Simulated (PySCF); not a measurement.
# LiB: from the state search to spectroscopic constants

The task here is to estimate one member of a computed series from the others.

The runs use PySCF 2.14.0; Li 6-31G(d,p), B 6-31G(d,p), no relativity.

The first run:

The job is set up so:

* atoms: Li, B
* charge: 0
* basis: Li 6-31G(d,p), B 6-31G(d,p)
* Hamiltonian: no relativity
* basis functions: 28
* electrons treated: 8
* masses in u: 7.0160, 11.0093
* levels: PBE0, PBE, r²SCAN, BLYP, TPSSh, M06-L, HF, MP2, SCS-MP2, CCSD, CCSD(T)
* grid: 80 radial by 434 angular points
* occupations: held fixed by the projection of orbital angular momentum
* dissociation limit: Li + B, each in its ground configuration
* starting distance in angstrom: 2.100
* values of 2S to try: 0, 2

On the command line:

```console
$ OMP_NUM_THREADS=1 python dia.py task.json out
```

Steps of the session up to this table: Input; The PBE0 curve of the state that the search chose; Other states along the same grid; PBE (GGA); r²SCAN (meta-GGA); BLYP (GGA); TPSSh (hybrid meta-GGA); M06-L (meta-GGA); UHF (mean field); MP2 and coupled cluster.

One of the session's tables, all rows but one given; the rest of the session is left out.

It belongs to the step «The curves together». Energy (eV) from each level's lowest point:

| R (Å) | UHF | UHF-MP2 | UHF-SCS-MP2 | UHF-CCSD | UHF-CCSD(T) |
| --- | --- | --- | --- | --- | --- |
| 1.848 | 0.325 | 0.300 | 0.291 | n/a | n/a |
| 1.934 | 0.147 | 0.136 | 0.130 | 0.137 | 0.141 |
| 2.020 | ? | ? | ? | ? | ? |
| 2.084 | 0.010 | 0.009 | 0.007 | 0.010 | 0.012 |
| 2.149 | 0.000 | 0.000 | 0.000 | 0.000 | 0.000 |
| 2.213 | 0.011 | 0.012 | 0.013 | 0.009 | 0.008 |
| 2.299 | 0.052 | 0.053 | 0.056 | 0.045 | 0.042 |
| 2.407 | 0.129 | 0.133 | 0.137 | 0.117 | 0.111 |
| 2.536 | 0.242 | 0.258 | 0.262 | 0.224 | 0.217 |
| 2.708 | 0.386 | 0.449 | 0.443 | n/a | n/a |

**Question.** Estimate the row for R (Å) = 2.020.

Worked estimate for «UHF». A straight line through the neighbours (1.934, 0.147) and (2.084, 0.010) gives 0.147 + (0.010 − 0.147) × (2.020 − 1.934) / (2.084 − 1.934) = 0.068; a parabola fitted to 4 rows on both sides gives 0.043.

The run gave: UHF: 0.046; UHF-MP2: 0.042; UHF-SCS-MP2: 0.039; UHF-CCSD: 0.044; UHF-CCSD(T): 0.047. In «UHF» the line misses by +0.022 and the parabola by -0.003.
